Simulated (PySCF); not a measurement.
Compound: C5H11N.
Geometry (GFN2-xTB, Å), atoms numbered from 1 in this order:
```
atom  x, y, z in Å
C1     2.5491    0.1391    0.1952
C2     1.1607   -0.1627    0.7429
C3     0.1237   -0.2697   -0.3729
N4    -1.1658   -0.6108    0.1806
C5    -2.0003    0.4612    0.6561
C6    -2.3441   -0.2797   -0.5764
H7     2.5514    1.0845   -0.3440
H8     3.2717    0.2047    1.0049
H9     2.8686   -0.6444   -0.4884
H10    1.1716   -1.1024    1.2966
H11    0.8567    0.6259    1.4348
H12    0.0932    0.6775   -0.9403
H13    0.4061   -1.0703   -1.0641
H14   -2.5408    0.2623    1.5708
H15   -1.6477    1.4830    0.5511
H16   -3.1330   -1.0187   -0.5567
H17   -2.2281    0.2327   -1.5270
```

Computed at PBE0/pcSseg-1 (PySCF, non-relativistic), with Q(14N) = 0.02044 b: N4, 14N (I = 1): χzz = -4.814 MHz, η = 0.592.

**Question.** Where would the pure quadrupole (NQR) lines of 14N at N4 fall for the rigid, isolated species?

**Answer.** From ν± = (3/4)|χ|(1 ± η/3) and ν0 = |χ|η/2: ν+ 4.323 MHz, ν− 2.898 MHz, ν0 1.424 MHz (tertiary amine nitrogen).

In a crystal, neighbours and librations shift these lines. GFN2-xTB bond lengths can be off by several hundredths of an ångström, more for odd bonds, and the gradients follow them. These gradients aren't converged with respect to the basis.

One conformer stands for the species.
